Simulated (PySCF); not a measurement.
# Worked example: correlation energy of HB–CH2, singlet

Geometry: a PBE0/def2-TZVP stationary point for this spin, not checked as a minimum.

```json
{"atom": "B", "x (Å)": "0.0000", "y (Å)": "0.0000", "z (Å)": "0.7455"}
{"atom": "C", "x (Å)": "0.0000", "y (Å)": "0.0000", "z (Å)": "-0.6287"}
{"atom": "H", "x (Å)": "0.0000", "y (Å)": "0.0000", "z (Å)": "1.9208"}
{"atom": "H", "x (Å)": "0.0000", "y (Å)": "0.9159", "z (Å)": "-1.2126"}
{"atom": "H", "x (Å)": "0.0000", "y (Å)": "-0.9159", "z (Å)": "-1.2126"}
```

Basis cc-pVDZ; PySCF 2.14.0. Correlated methods freeze the noble-gas cores, which leaves 10 electrons in 41 orbitals. R marks a restricted (for open shells ROHF) determinant.

Full CI isn't at hand for all of this; RCCSDT(Q) serves as the reference, and is uncertain by the last step of the cluster series or more.

RCCSD has a T1 diagnostic of 0.013 and a largest doubles amplitude of 0.11.

```csv
level,total energy (hartree)
RHF,-64.227713
RMP2,-64.439669
RCCSD,-64.467979
RCCSD(T),-64.475818
RCCSDT,-64.476610
RCCSDT(Q),-64.477093
```

Task: What is the correlation energy at RCCSDT(Q), and what share of it do RMP2 and RCCSD recover?

Result: E(corr) = -64.477093 − (-64.227713) = -0.249380 hartree = -6.786 eV. RMP2: -0.211956 / -0.249380 = 84.99 %. RCCSD: -0.240266 / -0.249380 = 96.35 %.

Task: By how many kcal/mol does RCCSD(T) miss RCCSDT(Q) (1 hartree = 627.509 kcal/mol), and which steps make up the rest?

Result: -64.475818 − (-64.477093) = 0.001275 hartree = 0.80 kcal/mol. Steps: RCCSDT − RCCSD(T) = -0.50, RCCSDT(Q) − RCCSDT = -0.30 kcal/mol. Differences between like states or geometries often cancel part of this.
